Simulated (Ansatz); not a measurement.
Born–Oppenheimer molecular dynamics of CH8Si2 (11 atoms, charge 0, multiplicity 1). It starts from a relaxed structure.

These are results of Ansatz, RHF/def2-SVP, not measurements.

- ensemble: NVT, Langevin thermostat
- time step: 2.5 fs
- steps asked: 40
- set temperature: 400 K
- friction: 0.005 /fs
- seed: 910642

First frame:

```xyz
11
Properties=species:S:1:pos:R:3
Si 0.098 0.089 -0.043
Si -0.036 -0.068 2.320
H -1.439 -0.310 2.744
H 0.807 -1.183 2.820
H 0.429 1.195 2.952
H 1.523 0.261 -0.432
C -0.932 1.534 -0.702
H -1.983 1.424 -0.424
H -0.572 2.483 -0.299
H -0.874 1.585 -1.792
H -0.379 -1.189 -0.634
```

Q: How far do the bonds stretch over the last three quarters of this one trajectory? (Pairs bonded in most of those frames.)

A: 
```
   bond  mean (Å)  spread (Å)  shortest  longest
Si1–Si2     2.373       0.046      2.27     2.44
 Si1–H6     1.491       0.064      1.40     1.58
 Si1–C7     1.896       0.035      1.84     1.95
Si1–H11     1.491       0.036      1.42     1.54
 Si2–H3     1.487       0.012      1.46     1.52
 Si2–H4     1.492       0.036      1.43     1.55
 Si2–H5     1.492       0.053      1.41     1.57
  C7–H8     1.106       0.071      0.99     1.23
  C7–H9     1.094       0.024      1.06     1.13
 C7–H10     1.110       0.072      0.99     1.20
```

Mean temperature of the second half: 225 K. The mean temperature of the second half is 44 % below the set value. A step of 2.5 fs is long for free X–H stretches (periods near 10 fs) and can bias their spread and the temperature. A run of 0.1 ps of so small a system gives no equilibrium averages.

Time of the run: 56 s on 1 thread of Arm Neoverse V1, with other jobs on the host, peak memory 0.15 GiB.
